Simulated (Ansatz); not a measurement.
Bulk modulus (GPa) of solids drawn from the class of oxides, at two levels: PBE in Ansatz (plane waves, PAW), and PBE0 (Ansatz, a first-principles code, PAW).

```tsv
solid	PBE	PBE0
rock-salt MgO	149	?
cubic perovskite BaZrO3	150	166
cubic perovskite BaHfO3	155	171
rock-salt BaO	69.1	75.9
cubic perovskite KTaO3	188	213
rock-salt CaO	105	115
rock-salt CdO	126	?
rock-salt SrO	84.6	93.1
```

Estimate the withheld PBE0 values from the other rows.

One way: carry over the typical ratio. The ratios PBE0 / PBE of the other rows, in order: 1.095, 1.098, 1.100, 1.103, 1.107, 1.133; median 1.1015. Rock-salt MgO: 149 × 1.1015 = 164 GPa; the run gives 167 GPa. Rock-salt CdO: 126 × 1.1015 = 139 GPa; the run gives 147 GPa. The ratios spread from 1.095 to 1.133. Rock-salt CdO lies outside that spread.

Over all 8 rows PBE0 is the larger in 8.

Ansatz's runs of these crystals have no spin polarisation.

Spin–orbit coupling is left out, also for the solids with elements from indium on (cubic perovskite BaZrO3, cubic perovskite BaHfO3, rock-salt BaO, cubic perovskite KTaO3); its size isn't shown.

Each level is taken at its own relaxed cell. Caveats: the gap of the solid is closed in this run (PBE: rock-salt CdO). Ansatz's density-functional and Hartree–Fock values are scalar-relativistic unless marked +SOC, with PAW data made under PBE.
